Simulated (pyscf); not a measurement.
`[BH2][OH]` + `[CH4]` → `[BH2][O][CH3]` + `[H][H]`, a four-centre exchange (singlet surface; H–O, C–H broken, C–O, H–H formed). Optimised with ωB97X-D3(BJ)/def2-SVP in PySCF. Energies in kcal/mol from the separated reactants.

Small-basis levels: PySCF, no dispersion term, spherical d functions. AM1 to PM7: differences of heats of formation from MOPAC, which are fitted to 298 K values and so differ in kind from electronic energies by zero-point and thermal terms. Cost: rough CPU time at the saddle relative to B3LYP/6-31G*, from one job on a shared machine.

```csv
level,barrier,reaction energy,cost
HF/6-31G*,146.4,+27.2,0.06
MP2/6-31G*,127.2,+22.9,0.08
SVWN5/6-31G*,96.2,+20.3,0.8
BP86/6-31G*,103.6,+21.9,1
PBE/6-31G*,103.1,+21.8,1
B3LYP/3-21G,102.0,+22.9,0.7
B3LYP/LANL2DZ,108.9,+27.9,0.8
B3LYP/6-31G*,114.0,+22.8,1
M06-2X/6-31G*,121.8,+22.2,2
B3LYP/def2-SVP,112.9,+26.4,1
AM1,122.3,+16.1,under 0.02
PM3,109.1,+7.6,under 0.02
ωB97M-D3(BJ)/def2-TZVP,117.4,+27.7,–
```

Against the last row the barrier runs from -21.3 (SVWN5/6-31G*) to +29.0 kcal/mol (HF/6-31G*). ωB97M-D3(BJ)/def2-TZVP has limits of its own. The same reactants have a lower exit, to H₃C–BH–OH + H₂ (barrier +45.0 kcal/mol at ωB97M-D3(BJ)/def2-TZVP, against +117.4 kcal/mol here). H₂B–O–CH₃ lies 23.5 kcal/mol over its isomer H₃C–BH–OH (electronic energy, ωB97M-D3(BJ)/def2-TZVP). One saddle was located; it need not be the lowest between these sides.
